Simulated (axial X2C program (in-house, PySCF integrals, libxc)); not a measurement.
Correcting the dissociation energy of S₂⁺ for spin–orbit coupling

A spin-free PBE0 curve (one-electron X2C) was computed with an in-house all-electron X2C program for linear molecules (integrals from PySCF), basis S dyall-av3z [9s8p3d2f] (cores contracted in-house), for the state M_S = 1/2, Λ = 1 (beyond evenly filled blocks: π+α). It gives D0 = 5.218 eV to S+ + S, which in a spin-free picture are the weighted means of the ground terms.

Measured levels of the ground terms (NIST Handbook of Basic Atomic Spectroscopic Data), in cm⁻¹: S+ 4S: J = 3/2 at 0; S 3P: J = 2 at 0, J = 1 at 396.1, J = 0 at 573.6.

The two components of the molecular doublet are 496 cm⁻¹ apart in the PBE0 2c search (Ω = 1/2 lower), so the lower one lies 248 cm⁻¹ under their mean.

Question: How far does each ground level lie under the (2J+1)-weighted mean of its term?

Answer: S+: a single level, 0; S: (5 × 0 + 3 × 396.1 + 1 × 573.6)/9 = 196 cm⁻¹.

Question: Correct D0.

Answer: D0 = 5.218 + (248 − 196)/8065.5 = 5.224 eV at PBE0 with these spin–orbit terms.

Second-order spin–orbit effects in the molecule, which grow quickly with Z, are left out. The state is a single determinant with fixed occupations, the lowest that a limited PBE0 search found. Dissociation energies refer to the lowest single-determinant-based atoms at the same level and basis. Without a current term, density functionals place determinants with orbital angular momentum somewhat too high.
